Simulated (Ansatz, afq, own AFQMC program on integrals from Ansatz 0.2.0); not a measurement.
Integrals from Ansatz 0.2.0, then the random walk in our own AFQMC program (afq).

```yaml
crystal:
  periodic: [false, false, false]
  atoms:
    - {symbol: Si, position_ang: [0.000000, 0.000000, 0.000000]}
    - {symbol: N, position_ang: [0.000000, 0.000000, 1.889000]}
basis:
  gaussian: {orbitals: 6-31G}
magnetization: {spin_polarized: false, initial_magnetization: 1}
correlation: {method: ccsd_t, electrons: outside_noble_gas, hamiltonian_folder: ham}
```

```sh
$ ansatz run in.yaml --threads 1 --pin off --events-out ev --progress --plain --max-ram 24576MiB --backend cuda --devices 0, --max-vram 18GiB
```

Options of the walk:

```
--method phaseless --trial cisd --walkers 4000 --populations 20 --least-time 60 --time-step 0.005 --steps-per-block 50 --equilibration-blocks 28 --max-blocks 4000 --target-error 0.00018 --factor-cut 1e-05 --start spin_pure --seed 4537 --release-times 0.24,0.51,0.99,1.62,2.4 --release-step 0.03 --release-every 3 --taylor-order 6
```

Times are imaginary, in 1/Eh. The walk had a cap of 122 s. With eight or more populations the least sampling time is a fifth of least-time, and the error comes from their spread.

Log:

```
orbitals 16  electrons 5 4  factors 87 of 272
reference energy -343.13468440 Eh
CCSD correlation -0.20828867 Eh in 18 cycles, weight of the determinant in the CISD state 0.7561
energy of the start -343.342965 Eh
 block  time / (1/Eh)  mean weight  energy / Eh
     1     0.250  0.9999  -343.340802
     2     0.500  1.0001  -343.342662
     3     0.750  1.0001  -343.345931
     4     1.000  1.0000  -343.348060
     5     1.250  1.0001  -343.350022
     8     2.000  1.0001  -343.354322
    13     3.250  0.9999  -343.360546
    49    12.250  0.9998  -343.356103
    85    21.250  1.0001  -343.358146
   121    30.250  1.0002  -343.359221
   133    33.250  0.9996  -343.353105
   157    39.250  1.0003  -343.357234
   193    48.250  0.9998  -343.357468
   229    57.250  1.0001  -343.355346
   265    66.250  1.0002  -343.357765
   301    75.250  1.0002  -343.353854
   337    84.250  1.0000  -343.357696
   361    90.250  1.0002  -343.359924
   373    93.250  0.9998  -343.356267
   409   102.250  0.9999  -343.357296
   445   111.250  0.9996  -343.354210
   481   120.250  1.0001  -343.355972
error from the spread of 20 populations
released: time / (1/Eh)  energy / Eh  error  mean overlap
  0.24  -343.357777  0.000292  1.0002
  0.51  -343.365656  0.006487  1.0001
  0.99  -343.359878  0.000186  1.0004
  1.62  -343.360585  0.000176  1.0038
  2.40  -343.356010  0.004799  1.0079
energy -343.357125 +/- 0.000205 Eh
(rows thinned)
```

The run passed its tests (sampling time, drift between the halves within three errors, error under three times the target), which doesn't prove that it has relaxed, ending at its cap on processor time.

Against this walk (error 5.6 meV) on the same determinant: CCSD(T) 65.6 meV lower, CCSDT(Q) 129.4 meV lower, CCSDTQ 132.9 meV lower, full CI 151.4 meV lower. The error is statistical and leaves out the bias of the constraint. The released energies have errors that jump between times, so the bars are unsure (meV from the phaseless value at times in 1/Eh: -18 ± 8 at 0.24, -232 ± 177 at 0.51, -75 ± 5 at 0.99, -94 ± 5 at 1.62, 30 ± 131 at 2.40), so they give no level; they do show a bias of the constraint, and the last of them that isn't too noisy lies 57 meV above full CI. Full CI is exact here, so the walk's 151 meV above it is the walk's own error: the bias of the constraint with this trial. The determinant is a poor start (see the cautions), so the low cluster orders aren't to be relied on, and full CI is the sure value.

Cautions: constraint bias not in the error; error above the target (5.6 against 4.9 meV); a spin-contaminated unrestricted determinant lies lower (UHF 2.34 eV lower, ⟨S²⟩ 1.56); the search met a lower determinant of the same kind, perhaps of another symmetry (1.04 eV lower), and this one is a saddle point; strong correlation (T1 0.080, weight of the determinant 0.76, largest double 0.17); (T) is large, 8 % of the CCSD correlation; CCSDTQ on the UHF determinant differs (34 meV higher), by its state or its frozen core.

The walk took 2 min on 1 × NVIDIA H100 80GB HBM3 with 2 threads of AMD EPYC 7R13 Processor (Zen 3), on a shared host (the card was shared). The log's last line is the phaseless energy.

CCSDT and higher add their correlation energy to the determinant of the CCSD(T) run, since their own runs factorise the integrals more tightly (a shift of under 2 meV). A walk keeps the symmetry of its determinant, which the program's search chose and which needn't be the lowest solution, so a lower state of the same spin and another symmetry isn't excluded.
